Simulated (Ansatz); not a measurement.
# AlHO (triplet): from Hartree-Fock to the top rungs, def2-QZVPP

One table from this session's results is given with a row withheld; the runs are named, their logs left out.

The runs use Ansatz 0.2.0, Gaussian basis; def2-QZVPP, core rule «outside noble gas», up to 6 orbitals frozen.

Plan: UHF; ROHF; CCSD(T) on UHF.

2 further runs of the same task are left out: 1 that didn't finish, 1 set aside as unsound or not needed.

## The system

The geometry is a PBE0/def2-TZVP stationary point (not a proven minimum) of the parent state, kept for this charge and spin.

3 atoms, charge 0, spin multiplicity 3.

Atoms are counted from 1 here; the program's logs count them from 0.

Bond lengths: Al1–O2 1.674 Å, O2–H3 0.950 Å. Angles: Al1–O2–H3 180.0°.

The first run:

File in.yaml:

```yaml
crystal:
  periodic: [false, false, false]
  atoms:
    - {symbol: Al, position_ang: [0.000000, 0.000000, 1.432992]}
    - {symbol: O, position_ang: [0.000000, 0.000000, -0.241478]}
    - {symbol: H, position_ang: [0.000000, 0.000000, -1.191514]}
basis:
  gaussian: {orbitals: "def2-QZVPP.json"}
magnetization: {spin_polarized: true, initial_magnetization: 2}
hamiltonian: {xc: hf}
output: {orbitals: {seedname: orbitals}}
```

Command:

```bash
> ansatz run in.yaml --threads 1 --pin off --events-out ev --progress --plain --max-ram 2560MiB --backend cpu
```

Steps of the session up to this table: UHF; ROHF; CCSD(T) on UHF.

One of the session's tables, all rows but one given; the rest of the session is left out.

It belongs to the step «Misses and costs». 

| method | from UCCSD(T) (meV) |
| --- | --- |
| ROHF | +8489.1 |
| UHF | ? |
| UMP2 | +376.3 |
| UCCSD | +308.8 |
| UCCSD(T) | 0 |

Q: Estimate the row for UHF from the others.

**Answer.** from UCCSD(T) (meV): +8475.2. In the column «from UCCSD(T) (meV)» it lies between UMP2 (+376.3) and ROHF (+8489.1).
